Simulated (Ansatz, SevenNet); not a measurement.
How well does each level of theory give the equilibrium lattice constant a of 2H MoTe2?

Reference value: 3.518 Å (measured, 300 K, not corrected to a static lattice; as tabulated in arXiv:1605.07067).

Problem. What do SevenNet-l3i5, LDA, PBE, PBE-D3(BJ), r²SCAN+SOC give, and how far is each from the reference?

Solution. 
```csv
level (code),value (Å),difference (%)
SevenNet-l3i5,3.559,+1.17
LDA (Ansatz),3.473,-1.28
PBE (Ansatz),3.557,+1.11
PBE-D3(BJ) (Ansatz),3.497,-0.60
r²SCAN+SOC (Ansatz),3.565,+1.34
```

The reference is not for a static lattice or low temperature, so close values are not ranked against it. Off by more than 1.25 %, or 1.75 % on the side where a correction would as a rule narrow the miss (bounds picked here): r²SCAN+SOC (+1.34 %).

The measured value isn't corrected to a static lattice, so vibrations enter the comparison.  LDA: LDA has no dispersion term either, though it tends to give short spacings of layers, chains or molecules. PBE, r²SCAN+SOC: for a layered or molecular solid the relaxed cell lies over 5 % above the published volume, where the minimum can be shallow. PBE, r²SCAN+SOC: the cell comes from a level without a dispersion term, which matters for the spacing of layers, chains or molecules. Cutoffs differ between the levels. Ansatz's density-functional and Hartree–Fock values are scalar-relativistic unless marked +SOC, with PAW data made under PBE.

Machine-learned potentials (SevenNet-l3i5) are trained on DFT data: a solid inside that data is no test of them.

Differences are worked out from the printed values.

Ansatz is a first-principles code.
